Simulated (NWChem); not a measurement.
# H4Si (silane): M06-2X/DGauss-DZVP

Aim: a structure relaxation of H4Si (silane). 

Program for the calculation: NWChem 7.3.0.

## Step 1: The molecule

H4Si has 5 atoms, charge 0, and is taken as a singlet. SMILES: `[SiH4]`. The coordinates come from a PBE0-D4/def2-TZVP relaxation. The run starts from this shape.

Bond lengths: Si1–H2 1.485 Å, Si1–H3 1.485 Å, Si1–H4 1.485 Å, Si1–H5 1.485 Å. Angles: H2–Si1–H3 109.5°, H2–Si1–H4 109.5°, H2–Si1–H5 109.5°, H3–Si1–H4 109.5°, H3–Si1–H5 109.5°, H4–Si1–H5 109.5°.

## Step 2: A structure relaxation at M06-2X/DGauss-DZVP

The input, h4si.nw:

```
START h4si
TITLE "H4Si optimise"
memory stack 880 mb heap 220 mb global 1100 mb
charge 0

GEOMETRY units atomic
  Si  0.00000000  0.00000000 -0.00018897
  H   1.82849900 -1.30088746  1.68355700
  H  -2.51522547  0.08484870  1.23966034
  H  -0.19861022 -1.39896425 -2.42376273
  H   0.88533669  2.61500301 -0.49926564
END

BASIS spherical bse
  * library DGauss-DZVP
END

DFT
  xc m06-2x
  grid fine
  convergence energy 1e-08
  iterations 100
  mulliken
  noprint "final vectors analysis"
END

DRIVER
  tight
  maxiter 40
END

TASK dft optimize
```

Started as:

```sh
$ nwchem h4si.nw > h4si.out
```

Q: Predict the results. Wanted: total energy at the end; dipole moment.

Answer, from the run:

Level: M06-2X/DGauss-DZVP.

| quantity | value |
| --- | --- |
| total energy at the end | -291.80074 Eh |
| dipole moment | 0.00 D |

At the final geometry: Bond lengths: Si1–H2 1.481 Å, Si1–H3 1.481 Å, Si1–H4 1.481 Å, Si1–H5 1.481 Å. Angles: H2–Si1–H3 109.5°, H2–Si1–H4 109.5°, H2–Si1–H5 109.5°, H3–Si1–H4 109.5°, H3–Si1–H5 109.5°, H4–Si1–H5 109.5°. The optimisation took 3 steps and changed the energy by -0.000 eV. Mulliken charges run from -0.04 on H2 to +0.16 on Si1; they depend strongly on the basis.
